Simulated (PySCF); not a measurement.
## Fluorine: a sound run and one with changed settings

Sound run: F [He] 2s2 2p5, F⁺ [He] 2s2 2p4. All numbers are calculated (PySCF 2.14, the non-relativistic Hamiltonian (point nucleus), in cc-pVTZ). In the sound run the correlated levels freeze 1s2. The sound run starts from symmetry-adapted Hartree-Fock orbitals and uses a fine grid where one is needed.

Changed run: basis STO-3G. This setting is unsound on purpose.

```csv
species,method,sound run (hartree),changed run (hartree),converged
F,UHF,-99.40552,-97.98651,yes
F,B3LYP,-99.76287,-98.26897,yes
F,MN15,-99.67962,-97.84561,yes
F,MP2,-99.60536,-97.98651,yes
F⁺,UHF,-98.83026,-97.52349,yes
F⁺,B3LYP,-99.11393,-97.75196,yes
F⁺,MN15,-99.03306,-97.33201,yes
F⁺,MP2,-98.97349,-97.52349,yes
```

Ionisation energy of F:

```csv
method,sound run (eV),changed run (eV)
UHF,15.654,12.599
B3LYP,17.658,14.068
MN15,17.594,13.976
MP2,17.194,12.599
SCS-MP2,17.181,12.599
```

A minimal basis cannot let orbitals breathe on ionisation and holds almost no correlation.

For comparison, NIST gives 17.423 eV between the lowest levels.
